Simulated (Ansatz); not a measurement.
`C#COCF` → `C#CO` + `[CH]F` at 500 K and 1 bar (formal loss of a carbene).

Computed with Ansatz on PBE0-D4/def2-TZVP structures; ΔE is electronic, products minus reactants. CCSD(T)/CBS is the MP2 limit (def2-TZVPP, def2-QZVPP) plus CCSD(T) − MP2 in def2-TZVPP, frozen cores. This one scheme is used for every species. One conformer a species, not always the lowest.

| species | CCSD(T)/CBS energy (Eh) | H − E (kJ/mol) | S (J/(mol·K)) |
| --- | --- | --- | --- |
| `C#COCF` | -290.81386 | 177.0 | 357.5 |
| `C#CO` | -152.38380 | 108.9 | 279.1 |
| `[CH]F` | -138.29972 | 50.0 | 241.9 |

H − E and S are ideal-gas, rigid-rotor, harmonic terms from PBE0-D4/def2-TZVP, for one conformer and one mirror image of each species. 1 Eh = 2625.50 kJ/mol, R = 8.31446 J/(mol·K).

By hand: ΔE, ΔH, ΔS and ΔG.

ΔE = (-152.38380) + (-138.29972) − (-290.81386) = 0.13034 Eh = 342.2 kJ/mol. Δ(H − E) = 108.9 + 50.0 − 177.0 = -18.1, so ΔH = 324.1 kJ/mol. ΔS = 279.1 + 241.9 − 357.5 = 163.5 J/(mol·K). ΔG = 324.1 − 500 × (163.5)/1000 = 242.4 kJ/mol.

By hand: the equilibrium constant, and the temperature at which ΔG would vanish if ΔH and ΔS stayed fixed.

log₁₀ K = −ΔG/(RT ln 10) = -25.3. ΔG = 0 at ΔH/ΔS = 1982 K.

The number of gas molecules changes by +1, which sets the sign of ΔS. A doubt of 5 kJ/mol in ΔE shifts log₁₀ K by 0.5 here. Other conformers and mirror images would add mixing entropy, several J/(mol·K) or more a flexible species. Modes under 60 cm⁻¹, often nearly free rotors, make the harmonic entropy too high. These are equilibria of isolated gas molecules and say nothing of rates. Largest T1 diagnostic: 0.018 (customary marks: 0.02 for closed shells, 0.045 for open ones).
